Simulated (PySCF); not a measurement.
**First hyperpolarisability: chloroethane (SMILES ClCC)**

Geometry:
| atom | x (Å) | y (Å) | z (Å) |
| --- | --- | --- | --- |
| C1 | -0.793 | 0.059 | -0.065 |
| C2 | 0.689 | -0.202 | 0.009 |
| Cl3 | 1.590 | 1.270 | 0.477 |
| H4 | -1.183 | 0.377 | 0.903 |
| H5 | -1.017 | 0.835 | -0.798 |
| H6 | -1.312 | -0.857 | -0.362 |
| H7 | 1.096 | -0.516 | -0.951 |
| H8 | 0.932 | -0.958 | 0.755 |

Computed, not measured: quadratic response CAM-B3LYP/aug-cc-pVTZ first hyperpolarisability, Taylor convention, gas phase in PySCF. Geometry: PBE0-D3(BJ)/def2-TZVP.

Task: Give β for the processes computed.

Result: In au, Taylor convention; the vector part is βᵢ = ⅓ Σⱼ (βᵢⱼⱼ + βⱼᵢⱼ + βⱼⱼᵢ); β∥ is 3/5 of the vector part along the dipole, the dipole points from − to +:
| process | λ (nm) | β vector norm | β∥ | β HRS | depolarisation ratio |
| --- | --- | --- | --- | --- | --- |
| static β(0;0,0) | ∞ | 17.5 | 3.1 | 13.0 | 2.06 |
| second harmonic β(−2ω;ω,ω) | 1907 | 18.4 | 3.3 | 13.5 | 2.06 |
| Pockels β(−ω;ω,0) | 1907 | 17.8 | 3.2 | – | – |
| second harmonic β(−2ω;ω,ω) | 1064 | 20.6 | 3.9 | 14.9 | 2.08 |
| Pockels β(−ω;ω,0) | 1064 | 18.5 | 3.4 | – | – |

Task: Which lowest excitations, dipole and polarisabilities go with it?

Result: S1 7.24 eV (f = 0.000); S2 7.31 eV (f = 0.003); S3 7.55 eV (f = 0.022); dipole 2.15 D; isotropic α 41.8 au static, 41.9 au at 1907 nm, 42.1 au at 1064 nm, 42.2 au at 953.5 nm, 43.1 au at 532 nm.
